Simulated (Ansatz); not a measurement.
Geometry optimisation, RKS B3LYP-D4/cc-pVDZ (Ansatz 0.2.0).

The input (input.yaml):

```yaml
crystal:
  periodic: [false, false, false]
  atoms:
    - { symbol: B, position_ang: [0.0, 0.0, 0.0] }
    - { symbol: H, position_ang: [0.869, 0.0, 1.0849] }
    - { symbol: H, position_ang: [1.374, 0.0, 0.2102] }
    - { symbol: F, position_ang: [-1.1431, 0.0, -0.66] }
basis:
  gaussian: { orbitals: cc-pVDZ }
hamiltonian:
  xc: b3lyp
  dispersion: d4
relax:
  f_tol: 0.15
  max_steps: 25
  restrain:
    - { distance: [1, 2], at: 1.86, k: 30.0 }
    - { distance: [0, 1], at: 1.19, k: 30.0 }
    - { distance: [0, 2], at: 1.19, k: 30.0 }
```

Run as:

```bash
$ ansatz run input.yaml --threads 1 --pin off --max-ram 2048MiB --backend cpu --events-out ev --progress --plain --runs-dir out
```

Q: Where does it end, and by what steps?

A: The run converged. The restraints hold the end off the free minimum. After 5 steps the energy has fallen by 5.061 eV (the restraints' own energy left out); H2 moved furthest, 0.55 Å.

| step | energy less start (eV) | largest force component (eV/Å) | accepted |
| --- | --- | --- | --- |
| 0 | 0.0000 | 6.173 | yes |
| 1 | -2.4127 | 4.185 | yes |
| 2 | -4.1259 | 2.480 | yes |
| 3 | -4.8588 | 2.296 | yes |
| 4 | -5.0490 | 1.224 | yes |
| 5 | -5.0606 | 1.232 | yes |

```xyz
4
Properties=species:S:1:pos:R:3
B 0.266 0.000 0.154
H 0.379 0.000 1.324
H 1.336 0.000 -0.334
F -0.881 0.000 -0.509
```

Run time: 4.5 s on 1 thread of Intel(R) Xeon(R) Platinum 8259CL CPU @ 2.50GHz (Skylake/Cascade Lake), with other jobs on the host, peak memory 0.12 GiB.
